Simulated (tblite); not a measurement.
Compound: C₅H₁₁N.
Numbering: `[CH3:1][CH2:2][CH2:3][C@@H:4]1[CH2:5][NH:6]1` (hydrogens: H7, H8, H9 on C1; H10, H11 on C2; H12, H13 on C3; H14 on C4; H15, H16 on C5; H17 on N6)

Computed with GFN2-xTB (tblite), gas phase: nudged elastic band of 9 images (0 to 8), spring 0.2 eV/Å², climbing image at the end, force threshold 0.05 eV/Å. No saddle search or frequency run followed, so the top image need not be a first-order saddle, and its height can exceed the method's true barrier by a kcal/mol or more.

The band describes a rotation about C3–C4 (chain CH2 carbon, sp3 carbon bound to nitrogen), followed by the dihedral C2–C3–C4–N6, from the optimised start (92°) to a second optimised geometry at -148°.

**Question.** How does the energy change from image to image?

**Answer.** 
| image | dihedral (°) | E (eV) | C3–C4 (Å) | C2···N6 (Å) | largest true force (eV/Å) |
| --- | --- | --- | --- | --- | --- |
| 0 | 92 | 0.000 | 1.512 | 3.43 | 0.01 |
| 1 | 107 | 0.020 | 1.514 | 3.57 | 0.02 |
| 2 | 122 | 0.055 | 1.517 | 3.68 | 0.03 |
| 3 | 137 | 0.083 | 1.518 | 3.78 | 0.03 |
| 4 | 152 | 0.090 | 1.518 | 3.84 | 0.04 |
| 5 | 167 | 0.076 | 1.516 | 3.88 | 0.05 |
| 6 | -177 | 0.051 | 1.513 | 3.89 | 0.05 |
| 7 | -162 | 0.029 | 1.511 | 3.87 | 0.04 |
| 8 | -148 | 0.018 | 1.512 | 3.82 | 0.01 |

Barriers of this band. The top is image 4 at 152°: 0.090 eV forward and 0.072 eV back; the end lies 0.018 eV above the start. The central bond is 0.006 Å longer at the top than at the start.

**Question.** What rate follows at 200 K for crossing this barrier forward?

**Answer.** Taking the electronic barrier for the free energy of activation (no zero-point or entropy terms, transmission 1), rate = (kT/h)·exp(−ΔE/kT) ≈ 2 × 10^10 s⁻¹, whose inverse is 4 × 10^-11 s. An error of 1 kcal/mol in the barrier changes this by a factor of 12, and the method and the loose band can each miss by that much or more.

**Question.** How would the two end points share their population at 200 K, from these energies alone?

**Answer.** exp(−ΔE/kT) with ΔE = 0.018 eV gives 0.35 for the higher one (end) against 1 for the lower, without vibrational, rotational or degeneracy terms. GFN2-xTB can put conformers this close in the wrong order.

The cost below is that of the whole band run. On one thread, Arm Neoverse V2 (aarch64) (shared host), this took 2.0 s and 0.19 GiB of memory at its peak.
